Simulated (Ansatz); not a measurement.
System: rock-salt ZrC. Method: PBE in Ansatz (plane waves, PAW).

Settings: plane-wave cutoff 520 eV, 20×20×20 k mesh, Fermi–Dirac smearing 0.05 eV, scalar-relativistic PAW data made under PBE.

Pressure at four volumes; x = ln(V/13.051 Å³). One pressure is withheld.

```json
[
 {"V (Å³/atom)": "12.268", "x": "-0.0619", "P (GPa)": "15.59"},
 {"V (Å³/atom)": "13.051", "x": "0.0000", "P (GPa)": "0.01"},
 {"V (Å³/atom)": "13.573", "x": "0.0392", "P (GPa)": "-8.04"},
 {"V (Å³/atom)": "13.834", "x": "0.0583", "P (GPa)": "?"}
]
```

Pass a parabola P(x) through the three rows shown, estimate the bulk modulus and its pressure derivative near zero pressure, and predict the withheld pressure.

Slopes between the rows: (0.01 − (15.59))/(0.0000 − (-0.0619)) = -251.70 and (-8.04 − (0.01))/(0.0392 − (0.0000)) = -205.36 GPa. Their difference over the span 0.1011 is c = 46.34/0.1011 = 458.4 GPa, so P(x) = 15.59 + (-251.70)(x − (-0.0619)) + 458.4 (x − (-0.0619))(x − (0.0000)). At the middle row B = −dP/dx = −[-251.70 + 458.4 × 0.0619] = 223.3 GPa, and B′ = dB/dP = 2c/B = 4.1. At x = 0.0583 the parabola gives -11.45 GPa; the run gives -11.50 GPa. The Birch–Murnaghan fit to the energies at all volumes has B0 = 222 GPa and B′ = 4.0.

Measured, for comparison: bulk modulus 223 GPa (temperature not stated, not corrected to a static lattice, from single-crystal elastic constants, sources range from 208 to 223; as tabulated in arXiv:1102.4063). Computed less measured: bulk modulus -0.4 % (inside the range of the sources held).

Ansatz is a quantum-chemistry and plane-wave program.
